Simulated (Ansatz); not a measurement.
A made-up structure of CH4AlO, doublet:

```
7
angstrom
C -0.6972 0.5748 -0.1752
Al 0.8067 -0.6177 0.1354
O 0.7632 -1.6340 1.5356
H -0.3657 1.6176 -0.1602
H -1.4816 0.4557 0.5743
H 0.5593 -1.9731 2.4212
H 2.1084 -0.7877 -0.7482
```

It is relaxed with PBE-D4/def2-SVP and then PBE0-D4/def2-TZVP (Ansatz 0.2.0). Atoms count as bonded within 1.22 times the sum of their covalent radii (H–H: 0.88 Å). The end point is not checked to be a true minimum.

Question: Does its bonding change? (A judgement: the text doesn't fix the answer.)

Answer: Computed: No: no bond forms or breaks.

Where it ends: The first stage lowers the energy by 0.49 eV in 8 steps. It ends as CH₄AlO ([CH2][AlH][OH]):
C1  (-0.550, 0.608, 0.140)
Al2  (0.911, -0.634, 0.288)
O3  (0.947, -1.808, 1.513)
H4  (-0.605, 1.375, -0.631)
H5  (-1.415, 0.639, 0.802)
H6  (0.266, -1.914, 2.175)
H7  (2.138, -0.632, -0.703)
(Å)

Labels in which every atom is bracketed show which atoms are joined, not bond orders.

For scale, one of the runs: PBE0-D4/def2-TZVP relaxation, 123 basis functions, launched by `ansatz run in.yaml --threads 2 --pin off --events-out ev --progress --plain --max-ram 4352MiB`. Hardware: 2 CPU threads of an Arm Neoverse V2, shared host. Wall time about 16 s.
